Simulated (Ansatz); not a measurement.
Reaction (SMILES): P (PH3) → [PH2] (PH2) + H atom
B3LYP-D3(BJ)/def2-TZVP geometries, fixed; electronic energies without zero-point terms.

Basis-set convergence of the bond dissociation energy at PBE with Ansatz (a quantum-chemistry and plane-wave program). All functions are spherical. The program fits the integrals of some runs and decomposes those of others, by size. Open shells are unrestricted. No added dispersion term, no relativity. Functions are those of the species that has most. Reference: the value in pcseg-4, 84.70 kcal/mol, itself unsure by roughly 0.02 kcal/mol (its mean distance from aug-pcseg-3, aug-cc-pV(Q+d)Z, cc-pV(5+d)Z). Deviations are taken from unrounded values.

```tsv
basis	functions
pcseg-0	19
pcseg-1	33
aug-pcseg-1	54
pcseg-2	76
aug-pcseg-2	119
pcseg-3	163
aug-pcseg-3	236
pcseg-4	288
```

Problem. Which is the smallest pcseg set listed that can be trusted to 2 kcal/mol here, that is, within that of the reference together with its larger relatives (same family, alike in diffuse functions; a set with none to test it counts only in the reference's own line)?

Solution. The smallest set listed that lies within 2 kcal/mol of the reference with all its larger relatives (same family, alike in diffuse functions; a set with none counts only in the reference's own line) is pcseg-1 (33 functions, -0.88 kcal/mol off). Value minus reference: pcseg-0 -6.82, pcseg-1 -0.88, aug-pcseg-1 -0.92, pcseg-2 0.02, aug-pcseg-2 -0.14, pcseg-3 0.03, aug-pcseg-3 -0.01, pcseg-4 0.00 kcal/mol.
